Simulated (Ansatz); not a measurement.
# AlSiH (singlet): wave-function methods side by side at scale of all distances = 1.747, 6-31G

One table from this session's results is given with a row withheld; the runs are named, their logs left out.

Program: Ansatz 0.2.0, Gaussian basis. Level of theory: 6-31G, core rule «outside noble gas», up to 10 orbitals frozen. These are calculated values, not measurements.

To be run: UHF; CCSD(T) on RHF; CCSD(T) on UHF; BCCD(T) on RHF; CISD; CCSDT(Q) on RHF; CCSDT(Q) on UHF; CISDTQ; CCSDTQ on RHF; CCSDTQ on UHF; CASSCF and MRCISD+Q, 2 electrons in 2 orbitals; CASSCF and NEVPT2, 2 electrons in 2 orbitals; CASSCF and MRCISD+Q, 8 electrons in 9 orbitals; CASSCF and NEVPT4(SD), 8 electrons in 9 orbitals; CASSCF and NEVPT2, 8 electrons in 9 orbitals; Full CI.

20 further runs of the same task are left out: 2 for a mislabelled method, 1 for a known fault of the program, 12 that didn't finish, 5 set aside as unsound or not needed.

### The geometry

The geometry derives from a PBE0/def2-TZVP stationary point (not a proven minimum). All distances are scaled together.

3 atoms, charge 0, spin multiplicity 1.

Atoms are counted from 1 here; the program's logs count them from 0.

No contacts short enough for the rule that draws bonds.

The first run:

Input file in.yaml:

```yaml
crystal:
  periodic: [false, false, false]
  atoms:
    - {symbol: Si, position_ang: [0.000000, 0.000000, -3.670106]}
    - {symbol: Al, position_ang: [0.000000, 0.000000, 0.441990]}
    - {symbol: H, position_ang: [0.000000, 0.000000, 3.228116]}
basis:
  gaussian: {orbitals: 6-31G}
magnetization: {spin_polarized: true, initial_magnetization: 0}
hamiltonian: {xc: hf}
output: {orbitals: {seedname: orbitals}}
```

Started as:

```bash
ansatz run in.yaml --threads 1 --pin off --events-out ev --progress --plain --max-ram 2393MiB
```

Among the steps run: UHF; CCSD(T) on RHF; CCSD(T) on UHF; BCCD(T) on RHF; CISD; CCSDT(Q) on RHF; CCSDT(Q) on UHF; CISDTQ; CCSDTQ on RHF; CCSDTQ on UHF; CASSCF and MRCISD+Q, 2 electrons in 2 orbitals; CASSCF and NEVPT2, 2 electrons in 2 orbitals; CASSCF and MRCISD+Q, 8 electrons in 9 orbitals; CASSCF and NEVPT4(SD), 8 electrons in 9 orbitals; CASSCF and NEVPT2, 8 electrons in 9 orbitals; Full CI.

One table of the session follows, with a row left open; its other results are not shown here.

```
   method  from FCI (kcal/mol)
      RHF               +75.19
     RMP2                    ?
     CISD               +14.47
    RCCSD                +5.47
 RCCSD(T)                +3.83
  BCCD(T)                +3.85
   RCCSDT                +1.71
   CISDTQ                +3.24
RCCSDT(Q)                +1.02
  RCCSDTQ                +0.53
      FCI                    0
```

Estimate the missing values for RMP2.

The run gave: from FCI (kcal/mol): +35.22. In the column «from FCI (kcal/mol)» it lies between CISD (+14.47) and RHF (+75.19).

Not comparable, so not listed: CASSCF and MRCISD+Q, 2 electrons in 2 orbitals (they don't share determinant, frozen orbitals or solution with the rows shown, or repeat one).

To keep in mind: The report flags that the cluster equations may have other roots. Left out of the table: CASSCF pair, NEVPT2 pair, CASSCF valence, NEVPT2 valence, NEVPT4(SD) valence, MRCISD valence, MRCISD+Q valence (the active space lost an orbital or holds another state than full CI finds). Left out of the table: UHF, UMP2, UCCSD, UCCSD(T), UCCSDT, UCCSDT(Q), UCCSDTQ (another determinant or state than the rows shown). The program flags RCCSDT(Q), RCCSDTQ as in doubt, so those rows may rest on another solution; read them beside their warnings. Warnings in the runs' records: passed over end.
